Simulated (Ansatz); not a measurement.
CH2OS, closed shell: a saddle search.

Input (in.yaml):

```yaml
crystal:
  periodic: [false, false, false]
  atoms:
    - {symbol: H, position_ang: [-0.808000, -0.989900, 0.043800]}
    - {symbol: S, position_ang: [0.799900, -0.933200, -0.759400]}
    - {symbol: C, position_ang: [0.223300, 0.393700, 0.032300]}
    - {symbol: H, position_ang: [0.711000, 1.352200, 0.141600]}
    - {symbol: O, position_ang: [-0.926300, 0.177300, 0.541600]}
basis:
  gaussian: {orbitals: def2-SVP}
hamiltonian: {xc: pbe0, dispersion: d4}
saddle:
  max_steps: 30
```

Command:

```bash
ansatz run in.yaml --threads 2 --pin off --events-out ev --progress --plain --max-ram 4352MiB
```

Output of Ansatz 0.2.0:

```
Functional definition: PBE0
  name "PBE0"
  cite "Adamo & Barone, J. Chem. Phys. 110, 6158 (1999) doi:10.1063/1.478522"
  cite "Perdew, Burke & Ernzerhof, Phys. Rev. Lett. 77, 3865 (1996) doi:10.1103/PhysRevLett.77.3865"
  parent pbe
  parameter a = 0.25
  parameter kappa = 0.804
  parameter beta = 0.06672455060314922
  exchange = (1 - a)*pbe_x(kappa = kappa, mu = beta*pi^2/3) + a*exact_x
  correlation = pbe_c(beta = beta)
592 factors; integrals over basis functions are off by at most 3.2e-4 eV
mean field evaluation 1: about -13934.7419 eV, gradient 3.7e1 eV
mean field evaluation 2: about -13923.6772 eV, gradient 8.1e1 eV
mean field evaluation 4: about -13937.4031 eV, gradient 3.3e0 eV
mean field evaluation 8: about -13937.4230 eV, gradient 1.6e-1 eV
mean field evaluation 16: about -13937.4231 eV, gradient 8.7e-6 eV
mean field -13937.42305587 eV, -512.1908501784 hartree, gradient 8.7e-6 eV, S^2 0.000000; 0 other end points of the search recorded, 0 dependent functions left out
the calculation of the forces begins
reference -13937.42307091 eV, -512.1908507314 hartree; 16, 16 occupied and 40, 40 virtual orbitals, 592 factors
saddle search: the rotation starts from a random direction (saddle.seed = 0)
these checks for a lower state are left out or cut short: stability, starts, cluster_reference, orbital_swaps, neighbouring_geometries, increment
592 factors; integrals over basis functions are off by at most 3.2e-4 eV
mean field -13937.43863015 eV, -512.1914225230 hartree, gradient 1.7e-6 eV, S^2 0.000000; 0 other end points of the search recorded, 0 dependent functions left out
the calculation of the forces begins
reference -13937.43864522 eV, -512.1914230766 hartree; 16, 16 occupied and 40, 40 virtual orbitals, 592 factors
these checks for a lower state are left out or cut short: stability, starts, cluster_reference, orbital_swaps, neighbouring_geometries, increment
592 factors; integrals over basis functions are off by at most 3.1e-4 eV
mean field -13937.44433362 eV, -512.1916321213 hartree, gradient 1.6e-6 eV, S^2 0.000000; 0 other end points of the search recorded, 0 dependent functions left out
the calculation of the forces begins
reference -13937.44434869 eV, -512.1916326752 hartree; 16, 16 occupied and 40, 40 virtual orbitals, 592 factors
these checks for a lower state are left out or cut short: stability, starts, cluster_reference, orbital_swaps, neighbouring_geometries, increment
592 factors; integrals over basis functions are off by at most 3.1e-4 eV
mean field evaluation 32: about -13937.4387 eV, gradient 2.8e-3 eV
mean field -13937.43422345 eV, -512.1912605794 hartree, gradient 1.5e-6 eV, S^2 0.000000; 0 other end points of the search recorded, 0 dependent functions left out
the calculation of the forces begins
reference -13937.43423850 eV, -512.1912611328 hartree; 16, 16 occupied and 40, 40 virtual orbitals, 592 factors
these checks for a lower state are left out or cut short: stability, starts, cluster_reference, orbital_swaps, neighbouring_geometries, increment
592 factors; integrals over basis functions are off by at most 3.1e-4 eV
mean field -13937.44111096 eV, -512.1915136907 hartree, gradient 1.6e-6 eV, S^2 0.000000; 0 other end points of the search recorded, 0 dependent functions left out
the calculation of the forces begins
reference -13937.44112603 eV, -512.1915142445 hartree; 16, 16 occupied and 40, 40 virtual orbitals, 592 factors
these checks for a lower state are left out or cut short: stability, starts, cluster_reference, orbital_swaps, neighbouring_geometries, increment
592 factors; integrals over basis functions are off by at most 3.1e-4 eV
mean field -13937.44528831 eV, -512.1916672058 hartree, gradient 1.6e-6 eV, S^2 0.000000; 0 other end points of the search recorded, 0 dependent functions left out
the calculation of the forces begins
reference -13937.44530338 eV, -512.1916677593 hartree; 16, 16 occupied and 40, 40 virtual orbitals, 592 factors
these checks for a lower state are left out or cut short: stability, starts, cluster_reference, orbital_swaps, neighbouring_geometries, increment
592 factors; integrals over basis functions are off by at most 3.1e-4 eV
mean field -13937.43159117 eV, -512.1911638452 hartree, gradient 1.6e-6 eV, S^2 0.000000; 0 other end points of the search recorded, 0 dependent functions left out
the calculation of the forces begins
reference -13937.43160622 eV, -512.1911643983 hartree; 16, 16 occupied and 40, 40 virtual orbitals, 592 factors
these checks for a lower state are left out or cut short: stability, starts, cluster_reference, orbital_swaps, neighbouring_geometries, increment
592 factors; integrals over basis functions are off by at most 3.1e-4 eV
mean field evaluation 64: about -13937.4365 eV, gradient 1.7e-6 eV
mean field -13937.43647145 eV, -512.1913431919 hartree, gradient 1.7e-6 eV, S^2 0.000000; 0 other end points of the search recorded, 0 dependent functions left out
the calculation of the forces begins
reference -13937.43648654 eV, -512.1913437464 hartree; 16, 16 occupied and 40, 40 virtual orbitals, 592 factors
these checks for a lower state are left out or cut short: stability, starts, cluster_reference, orbital_swaps, neighbouring_geometries, increment
592 factors; integrals over basis functions are off by at most 3.2e-4 eV
mean field -13937.43378474 eV, -512.1912444574 hartree, gradient 1.7e-6 eV, S^2 0.000000; 0 other end points of the search recorded, 0 dependent functions left out
the calculation of the forces begins
reference -13937.43379982 eV, -512.1912450114 hartree; 16, 16 occupied and 40, 40 virtual orbitals, 592 factors
these checks for a lower state are left out or cut short: stability, starts, cluster_reference, orbital_swaps, neighbouring_geometries, increment
592 factors; integrals over basis functions are off by at most 3.2e-4 eV
mean field -13937.43564783 eV, -512.1913129247 hartree, gradient 1.6e-6 eV, S^2 0.000000; 0 other end points of the search recorded, 0 dependent functions left out
the calculation of the forces begins
reference -13937.43566291 eV, -512.1913134788 hartree; 16, 16 occupied and 40, 40 virtual orbitals, 592 factors
these checks for a lower state are left out or cut short: stability, starts, cluster_reference, orbital_swaps, neighbouring_geometries, increment
592 factors; integrals over basis functions are off by at most 3.1e-4 eV
mean field -13937.44427571 eV, -512.1916299931 hartree, gradient 1.6e-6 eV, S^2 0.000000; 0 other end points of the search recorded, 0 dependent functions left out
the calculation of the forces begins
reference -13937.44429077 eV, -512.1916305469 hartree; 16, 16 occupied and 40, 40 virtual orbitals, 592 factors
these checks for a lower state are left out or cut short: stability, starts, cluster_reference, orbital_swaps, neighbouring_geometries, increment
592 factors; integrals over basis functions are off by at most 3.2e-4 eV
mean field -13937.42647926 eV, -512.1909759858 hartree, gradient 1.6e-6 eV, S^2 0.000000; 0 other end points of the search recorded, 0 dependent functions left out
the calculation of the forces begins
reference -13937.42649431 eV, -512.1909765390 hartree; 16, 16 occupied and 40, 40 virtual orbitals, 592 factors
these checks for a lower state are left out or cut short: stability, starts, cluster_reference, orbital_swaps, neighbouring_geometries, increment
592 factors; integrals over basis functions are off by at most 3.1e-4 eV
mean field evaluation 96: about -13937.4442 eV, gradient 3.5e-2 eV
mean field -13937.44422723 eV, -512.1916282118 hartree, gradient 1.6e-6 eV, S^2 0.000000; 0 other end points of the search recorded, 0 dependent functions left out
the calculation of the forces begins
reference -13937.44424230 eV, -512.1916287655 hartree; 16, 16 occupied and 40, 40 virtual orbitals, 592 factors
saddle step   1: F+E_penalty+E_count = -13937.48368890 eV  max|allowed force component| = 1.781e0 eV/Å  curvature = -17.1180 eV/Å²  mode residual = 4.63e-2 eV/Å²  Δτ_max = 0.0000 Å  (9 rotations, 13 force calls, 255 SCF iters)  cluster: 3 rotations left out, max|force component along them| = 1.147e-7 eV/Å
saddle step   2: F+E_penalty+E_count = -13937.40535236 eV  max|allowed force component| = 1.190e0 eV/Å  curvature = -18.2886 eV/Å²  mode residual = 1.27e0 eV/Å²  Δτ_max = 0.1258 Å  (1 rotations, 3 force calls, 70 SCF iters)  cluster: 3 rotations left out, max|force component along them| = 8.446e-8 eV/Å
saddle step   3: F+E_penalty+E_count = -13937.43325631 eV  max|allowed force component| = 4.635e-1 eV/Å  curvature = -18.7645 eV/Å²  mode residual = 3.92e-1 eV/Å²  Δτ_max = 0.0343 Å  (1 rotations, 3 force calls, 64 SCF iters)  cluster: 3 rotations left out, max|force component along them| = 3.488e-8 eV/Å
saddle step   4: F+E_penalty+E_count = -13937.43687695 eV  max|allowed force component| = 1.807e-1 eV/Å  curvature = -18.7413 eV/Å²  mode residual = 2.58e-1 eV/Å²  Δτ_max = 0.0048 Å  (1 rotations, 3 force calls, 66 SCF iters)  cluster: 3 rotations left out, max|force component along them| = 1.083e-7 eV/Å
saddle search: the force at step 5 is within saddle.f_tol, and the search now checks the order of the point unasked, as it does wherever a lone molecule whose rigid rotations it leaves out would converge (saddle.isolated_cluster): at most 100 rotations across the mode and 202 force calls, two more next to a line or behind a second negative curvature, two more where it reads a positive, two for each turn that reads one and six more at each negative that it reads, and up to 22 at one that stands (24 where saddle.amplitude is under 0.005 Å), over each length that the point is read over (saddle.order_check: false declines the check)
saddle search: the rotation starts from a random direction (saddle.seed = 0)
saddle step   5: F+E_penalty+E_count = -13937.43773448 eV  max|allowed force component| = 4.731e-2 eV/Å  curvature = -18.5107 eV/Å² (error put at 0.0110; -18.5211 at half of saddle.amplitude)  mode residual = 1.63e-1 eV/Å²  Δτ_max = 0.0057 Å  (1 rotations, 31 force calls, 574 SCF iters)  order check (unasked): positive, curvature across the mode = +6.4274 eV/Å²; +6.3210 less its residual, +6.3209 less it at half of saddle.amplitude; error put at 0.0001 (21 force calls)  cluster: 3 rotations left out, max|force component along them| = 1.356e-7 eV/Å
Total energy: -13937.43774932 eV, -512.1913901529 hartree
Atom 0 at    -0.715706    -0.994405    -0.005162 Å, force     0.026394    -0.001484    -0.014138 eV/Å
Atom 1 at     0.755267    -0.972562    -0.751399 Å, force     0.000635    -0.027420    -0.010552 eV/Å
Atom 2 at     0.187304     0.394412     0.051523 Å, force     0.024213    -0.013917    -0.017666 eV/Å
Atom 3 at     0.715214     1.357980     0.141427 Å, force    -0.003934     0.017972     0.008740 eV/Å
Atom 4 at    -0.942179     0.214675     0.563511 Å, force    -0.047308     0.024849     0.033616 eV/Å
Dipole moment:     0.130622     0.167897    -0.004147 e Å

[the SCF lines of later steps are left out]
```

Hardware: 2 CPU threads of an Arm Neoverse V1, shared host. Wall time about 26 s.


The run ended normally. No guess of the unstable mode was given, so the search starts along a random direction and may reach another saddle than the intended one.